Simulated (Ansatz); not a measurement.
A made-up structure of CH4BS, doublet:

```json
{"atom": "B1", "x (Å)": "-1.1324", "y (Å)": "0.2673", "z (Å)": "-0.9279"}
{"atom": "C2", "x (Å)": "-0.0435", "y (Å)": "-0.0176", "z (Å)": "0.1164"}
{"atom": "S3", "x (Å)": "1.6416", "y (Å)": "-0.0410", "z (Å)": "-0.5485"}
{"atom": "H4", "x (Å)": "0.3973", "y (Å)": "-0.6554", "z (Å)": "-0.6064"}
{"atom": "H5", "x (Å)": "-0.2923", "y (Å)": "-0.9790", "z (Å)": "0.5876"}
{"atom": "H6", "x (Å)": "-0.1440", "y (Å)": "0.7438", "z (Å)": "0.9028"}
{"atom": "H7", "x (Å)": "2.2793", "y (Å)": "-0.3069", "z (Å)": "0.6045"}
```

It is relaxed with PBE-D4/def2-SVP and then PBE0-D4/def2-TZVP (Ansatz 0.2.0). Atoms count as bonded within 1.22 times the sum of their covalent radii (H–H: 0.88 Å). The end point is not checked to be a true minimum.

Task: Does its bonding change? (A judgement: the text doesn't fix the answer.)

Result: By the calculation: Yes. Formed: none; broken: C2–S3, S3–H4.

Where it ends: The first stage lowers the energy by 4.38 eV in 15 steps. It ends as a complex of CH₃B ([B][CH3]) + HS:
B1  (-1.874, -0.212, -0.615)
C2  (-0.487, -0.026, 0.007)
S3  (2.737, 0.263, 0.046)
H4  (0.275, -0.048, -0.788)
H5  (-0.292, -0.833, 0.724)
H6  (-0.434, 0.938, 0.528)
H7  (2.780, -1.070, 0.227)
(Å)

Labels in which every atom is bracketed show which atoms are joined, not bond orders.

For scale, one of the runs: PBE0-D4/def2-TZVP relaxation, 123 basis functions, launched by `ansatz run in.yaml --threads 2 --pin off --events-out ev --progress --plain --max-ram 4352MiB`. The run took about 80 s on 2 CPU threads of an Arm Neoverse V2 (shared host).
